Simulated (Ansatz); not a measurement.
ClH₃Si (`[SiH3]Cl`), relaxed with RKS PBE0-D4/def2-TZVP in Ansatz from a PBE-D4/def2-SVP geometry. The force threshold is 0.005 eV/Å; the program also tests the step.

Total charge 0; spin multiplicity 1.

Start:

```xyz
5

Si   -0.031    0.118    0.002
Cl    0.496   -1.894   -0.040
H     0.723    0.799    1.107
H    -1.507    0.233    0.246
H     0.319    0.744   -1.315
```

Question: By how much does the energy fall, and how many steps does the optimiser take? (Best estimate.)

Answer: Computed: 1.84 kJ/mol, in 4 steps.

Question: Which bonds change most? (Best estimate.)

Answer: Computed: Si1–Cl2 from 2.081 to 2.054 Å; Si1–H3 from 1.500 to 1.481 Å; Si1–H4 from 1.500 to 1.481 Å; Si1–H5 from 1.500 to 1.481 Å.

Question: Give the relaxed structure. (An estimate is asked.)

Answer: Computed: 
```xyz
5

Si   -0.033    0.124    0.003
Cl    0.487   -1.862   -0.039
H     0.718    0.784    1.096
H    -1.490    0.224    0.243
H     0.318    0.730   -1.302
```
